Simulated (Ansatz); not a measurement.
Geometry optimisation, RKS PBE0/def2-SVP in Ansatz 0.2.0.

input.yaml

```yaml
crystal:
  periodic: [false, false, false]
  atoms:
    - { symbol: B, position_ang: [0.0, 0.0, 0.0] }
    - { symbol: C, position_ang: [0.0, 0.0, 1.95] }
    - { symbol: H, position_ang: [-0.9996, -0.3092, 2.3205] }
    - { symbol: H, position_ang: [0.7676, -0.7111, 2.3205] }
    - { symbol: H, position_ang: [0.232, 1.0203, 2.3205] }
    - { symbol: H, position_ang: [1.0305, 0.0, -0.595] }
    - { symbol: H, position_ang: [-1.0305, 0.0, -0.595] }
    - { symbol: Si, position_ang: [-0.2882, -2.1157, 0.7095] }
    - { symbol: H, position_ang: [-0.8713, -2.9147, -0.3644] }
    - { symbol: H, position_ang: [1.0024, -2.6819, 1.0906] }
    - { symbol: H, position_ang: [-1.1828, -2.1252, 1.8632] }
    - { symbol: H, position_ang: [-0.1576, -1.1573, 1.7911] }
basis:
  gaussian: { orbitals: def2-SVP }
hamiltonian:
  xc: pbe0
relax:
  f_tol: 0.15
  max_steps: 25
  restrain:
    - { distance: [0, 7], at: 3.15, k: 30.0 }
    - { distance: [11, 1], at: 2.31, k: 30.0 }
    - { distance: [0, 1], at: 1.6, k: 30.0 }
    - { distance: [11, 7], at: 1.46, k: 30.0 }
```

Run as:

```bash
$ ansatz run input.yaml --threads 2 --pin off --max-ram 3072MiB --backend cpu --events-out ev --progress --plain --runs-dir out
```

Problem. Where does it end, and by what steps?

Solution. It converged. The restraints hold the end off the free minimum. After 13 steps the energy has fallen by 6.041 eV (the restraints' own energy left out); H11 moved furthest, 1.36 Å. Parted: C2–H12 (1.18 → 2.32 Å).

```
step  energy less start (eV)  largest force component (eV/Å)  accepted
   0                  0.0000                           6.701       yes
   1                 -0.4008                           2.849       yes
   2                 -0.0804                           5.897       yes
   3                 -0.8779                           4.797       yes
   4                 -2.3788                           3.027       yes
   5                 -3.2866                           2.123       yes
   6                 -4.0464                           1.901       yes
   7                 -4.7477                           1.662       yes
   8                 -5.3323                           1.214       yes
   9                 -5.7599                           0.769       yes
  10                 -6.0020                           0.377       yes
  11                 -6.0054                           0.759       yes
  12                 -6.0378                           0.412       yes
  13                 -6.0408                           0.493       yes
```

```xyz
12
Properties=species:S:1:pos:R:3
B -0.012 0.185 0.422
C 0.102 0.638 1.935
H -0.828 0.526 2.512
H 0.938 0.179 2.484
H 0.317 1.725 1.899
H 0.987 -0.073 -0.216
H -1.060 0.310 -0.174
Si -0.389 -2.912 0.779
H -0.853 -3.180 -0.610
H 0.974 -3.471 0.997
H -1.349 -3.472 1.773
H -0.324 -1.449 1.011
```

Time of the run: 59 s on 2 threads of Intel(R) Xeon(R) Platinum 8259CL CPU @ 2.50GHz (Skylake/Cascade Lake) (shared host), peak memory 0.19 GiB.
